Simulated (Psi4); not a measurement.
**H2O2 (hydrogen peroxide) at SVWN5/def2-TZVPP**

What is the energy change on altering one bond length of H2O2 (hydrogen peroxide) at SVWN5/def2-TZVPP? 

The calculation is run with Psi4 1.11.

1 further run of the same task is left out (set aside as unsound or not needed).

### 1 The structure to begin with

H2O2 has 4 atoms, charge 0, and is taken as a singlet. SMILES: `OO`. The shape is that of a PBE0-D4/def2-TZVP optimisation.

Bond lengths: O1–O2 1.426 Å, O1–H3 0.965 Å, O2–H4 0.965 Å. Angles: O1–O2–H4 101.1°, O2–O1–H3 101.1°.

### 2 The energy at SVWN5/def2-TZVPP

h2o2.inp

```
memory 1600 MB

molecule molecule1 {
  O     -0.486800    -0.581100     0.030600
  O      0.048300     0.728400     0.206900
  H      0.186400    -1.117000     0.467400
  H      0.252100     0.969800    -0.704900
  symmetry c1
}

set {
  basis def2-TZVPP
  puream true
  e_convergence 1e-09
  d_convergence 1e-08
  scf_type pk
  dft_radial_points 99
  dft_spherical_points 590
}

e, wfn = energy("scf", dft_functional={"name": "SVWN5", "x_functionals": {"LDA_X": {}}, "c_functionals": {"LDA_C_VWN": {}}}, return_wfn=True)
oeprop(wfn, "LOWDIN_CHARGES", "QUADRUPOLE", "MULLIKEN_CHARGES")
print_variables()
```

Command:

```bash
$ psi4 h2o2.inp h2o2.out -n 1
```

h2o2.out:

```text
[...]
  Running in c1 symmetry.
[...]
  Nuclear repulsion =   37.283118773714371
[...]
  Multiplicity = 1
[...]
  Nalpha       = 9
  Nbeta        = 9
[...]
    Number of basis functions: 90
[...]
   @RKS iter   1:  -150.39841022220298   -2.00078e-01   7.01708e-03 ADIIS/DIIS
[...]
   @RKS iter  10:  -150.54038735223156   -2.18563e-11   7.53594e-09 DIIS
[...]
    Orbital Energies [Eh]
    ---------------------
    Doubly Occupied:
       1A    -18.664467     2A    -18.664426     3A     -1.041586
       4A     -0.815218     5A     -0.505178     6A     -0.444657
       7A     -0.383676     8A     -0.274261     9A     -0.233823
[...]
  @RKS Final Energy:  -150.54038735223156
   => Energetics <=
    Nuclear Repulsion Energy =             37.2831187737143708
    One-Electron Energy =                -282.1804793572464405
    Two-Electron Energy =                 111.0790454650699246
    DFT Exchange-Correlation Energy =     -16.7220722337694063
    Empirical Dispersion Energy =           0.0000000000000000
    VV10 Nonlocal Energy =                  0.0000000000000000
    Total Energy =                       -150.5403873522315621
[...]
 Multipole Moments:
 ------------------------------------------------------------------------------------
     Multipole            Electronic (a.u.)      Nuclear  (a.u.)        Total (a.u.)
 ------------------------------------------------------------------------------------
 L = 1.  Multiply by 2.5417464519 to convert [e a0] to [Debye]
 Dipole X            :         -0.1701713            0.7731780            0.6030067
 Dipole Y            :          0.0571624           -0.2596362           -0.2024738
 Dipole Z            :          0.0921822           -0.4187680           -0.3265858
 Magnitude           :                                                    0.7150321
 L = 2.  Multiply by 1.3450342976 to convert [e a0^2] to [Debye ang]
 Quadrupole XX       :        -14.5279236            5.3516746           -9.1762490
 Quadrupole XY       :        -10.4584583            9.8329006           -0.6255577
[...]
  Mulliken Charges: (a.u.)
   Center  Symbol    Alpha    Beta     Spin     Total
       1     O     4.10650  4.10650  0.00000 -0.21299
       2     O     4.10649  4.10649  0.00000 -0.21298
       3     H     0.39351  0.39351  0.00000  0.21299
       4     H     0.39351  0.39351  0.00000  0.21299
   Total alpha =  9.00000, Total beta =  9.00000, Total charge = -0.00000
  Lowdin Charges: (a.u.)
   Center  Symbol    Alpha    Beta     Spin     Total
       1     O     3.92337  3.92337  0.00000  0.15327
       2     O     3.92337  3.92337  0.00000  0.15327
[...]
```

It took 12 s on 1 thread of AMD EPYC 7R43 (Zen 3), shared host; peak memory 0.47 GiB.

### 3 The distorted shape: energy and forces at SVWN5/def2-TZVPP

calc.dat

```
memory 1600 mb

molecule {
  0 1
  O
  O 1 R2
  H 1 R3 2 A3
  H 2 R4 1 A4 3 D4

  R2 = 1.425554
  R3 = 1.737
  A3 = 101.08667
  R4 = 0.964981
  A4 = 101.08205
  D4 = 113.39132
  symmetry c1
}

set basis def2-TZVPP
set puream true
set e_convergence 1e-09
set d_convergence 1e-08
set scf_type pk
set dft_radial_points 99
set dft_spherical_points 590

gradient('scf', dft_functional={"name": "SVWN5", "x_functionals": {"LDA_X": {}}, "c_functionals": {"LDA_C_VWN": {}}})
```

Command:

```bash
$ psi4 calc.dat calc.out -n 1
```

calc.out:

```text
[...]
  Running in c1 symmetry.
[...]
  Nuclear repulsion =   34.752692189032253
[...]
  Multiplicity = 1
[...]
  Nalpha       = 9
  Nbeta        = 9
[...]
    Number of basis functions: 90
[...]
   @RKS iter   1:  -150.16952465094170   -1.86515e-01   8.00911e-03 ADIIS/DIIS
[...]
   @RKS iter  12:  -150.42267777682520   -2.47269e-12   3.74932e-09 DIIS
[...]
    Orbital Energies [Eh]
    ---------------------
    Doubly Occupied:
       1A    -18.693404     2A    -18.683134     3A     -1.028781
       4A     -0.771177     5A     -0.478523     6A     -0.412313
       7A     -0.381672     8A     -0.264414     9A     -0.231374
[...]
  @RKS Final Energy:  -150.42267777682520
   => Energetics <=
    Nuclear Repulsion Energy =             34.7526921890322527
    One-Electron Energy =                -277.1873490086858851
    Two-Electron Energy =                 108.5317849630951628
    DFT Exchange-Correlation Energy =     -16.5198059202667231
    Empirical Dispersion Energy =           0.0000000000000000
    VV10 Nonlocal Energy =                  0.0000000000000000
    Total Energy =                       -150.4226777768251964
[...]
 Multipole Moments:
 ------------------------------------------------------------------------------------
     Multipole            Electronic (a.u.)      Nuclear  (a.u.)        Total (a.u.)
 ------------------------------------------------------------------------------------
 L = 1.  Multiply by 2.5417464519 to convert [e a0] to [Debye]
 Dipole X            :          0.1660352           -0.7662649           -0.6002297
 Dipole Y            :         -0.8648145            1.1713346            0.3065201
 Dipole Z            :          0.3401338           -0.1309472            0.2091866
 Magnitude           :                                                    0.7056835
[...]
  -Total Gradient:
     Atom            X                  Y                   Z
    ------   -----------------  -----------------  -----------------
       1       -0.002088633555    -0.076455268231    -0.022926479477
       2       -0.014641832186     0.005453897386     0.032563648673
       3        0.002245543463     0.069139282029    -0.007662597726
       4        0.014486241213     0.001862201441    -0.001975462309
[...]
```

It took 19 s on 1 thread of AMD EPYC 7R43 (Zen 3), shared host; peak memory 0.46 GiB.

### 4 What came out

At SVWN5/def2-TZVPP:

| quantity | value |
| --- | --- |
| first shape: total energy | -150.54039 Eh |
| first shape: dipole moment | 1.82 D |
| first shape: HOMO energy | -6.36 eV |
| first shape: LUMO energy | -0.97 eV |
| first shape: HOMO–LUMO gap | 5.39 eV |
| distorted shape: total energy | -150.42268 Eh |
| distorted shape: dipole moment | 1.79 D |
| distorted shape: HOMO energy | -6.30 eV |
| distorted shape: LUMO energy | -4.51 eV |
| distorted shape: HOMO–LUMO gap | 1.79 eV |
| distorted shape: largest force on an atom | 4.106 eV/Å |
| energy change with the O1–H3 bond stretched from 0.965 to 1.737 Å | 3.203 eV |

One bond (distorted shape) is far stretched, which a spin-restricted single reference describes badly; a broken-symmetry solution may lie lower. With the O1–H3 bond stretched from 0.965 to 1.737 Å the energy rises by 3.20 eV (74 kcal/mol). The first shape isn't relaxed at this level, so the change isn't measured from a minimum. A restricted reference can't describe the breaking bond well at this length. Mulliken charges (first shape) run from -0.21 on O1 to +0.21 on H3.
